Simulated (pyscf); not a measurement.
A first-order saddle from PySCF, ωB97X-D3(BJ)/def2-SVP:

```
Sn
H 1 1.7494
H 1 1.7494 2 97.23
H 1 2.0448 2 124.15 3 -141.68
H 4 0.9968 1 117.53 2 -113.65
H 5 1.0538 4 121.60 1 -0.28
H 6 0.9968 5 121.60 4 0.00
```
Charge 0, spin multiplicity 1.

Surface: singlet, charge 0. Lowest wavenumbers (cm⁻¹): 1938i, 73, 249, 488, 791.

Q: Which two sides does it connect, and which bonds change?

A: SnH₄ + H₂ ⇌ SnH₂ [singlet] + H₂ + H₂, a multi-bond step read from left to right: H–Sn, H–Sn, H–H broken and H–H, H–H formed. At ωB97M-D3(BJ)/def2-TZVP it lies +2.81 eV from the left side and +1.82 eV from the right (each side as separated species at their lowest minima found). One saddle was located; it need not be the lowest between these sides. Elements past Kr carry the def2 core potentials, without spin-orbit coupling.
